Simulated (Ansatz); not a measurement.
**K3W2: from a trial structure to a relaxed crystal**

These are results of Ansatz, DFT PBE, scalar-relativistic, plane waves, PAW, not measurements. Cutoff 420 eV, Γ-centred k mesh, Gaussian smearing, no spin polarisation in the final step.

This is the end of a relaxation of cell and atoms.

```yaml
crystal:
  lattice:
    - [1.46988, 0.84864, 16.62144]
    - [-1.46988, 0.84864, 16.62144]
    - [0.00000, -1.69728, 16.62144]
  atoms:
    - { symbol: K, position: [0.00000, 0.00000, 0.00000] }
    - { symbol: K, position: [0.20909, 0.20909, 0.20909] }
    - { symbol: K, position: [0.79091, 0.79091, 0.79091] }
    - { symbol: W, position: [0.39645, 0.39645, 0.39645] }
    - { symbol: W, position: [0.60355, 0.60355, 0.60355] }
```

Formation energies are uncorrected and refer to the elements' standard structures at the same level.

(1) What space group does it have?

(2) What is its formation energy per atom?

(3) Is it a metal?

Results:

(1) R-3m (No. 166). Conventional cell: a = 2.940 Å, c = 49.864 Å. K on Wyckoff site a (1 atom of the primitive cell) is coordinated by 6 K at 2.94 Å and 6 W at 3.58 Å; K on Wyckoff site c (2 atoms of the primitive cell) is coordinated by 6 K at 2.94 Å and 3 W at 3.49 Å; around W lie 6 W at 2.94 Å and 6 K at 3.49–3.58 Å.

(2) 1.61 eV/atom.

(3) Yes, bands cross the Fermi level on the 12×12×12 mesh.

The final run used a 12×12×12 mesh on its 5-atom cell and 0.10 eV smearing. The k mesh leaves about 4 meV/atom of noise in metals. Spin–orbit coupling is left out. The cell came from a trial start, so K3W2 may not exist in this structure.

Cost: 3 runs of about 34 core-minutes in all, on Arm Neoverse V1 (shared hosts).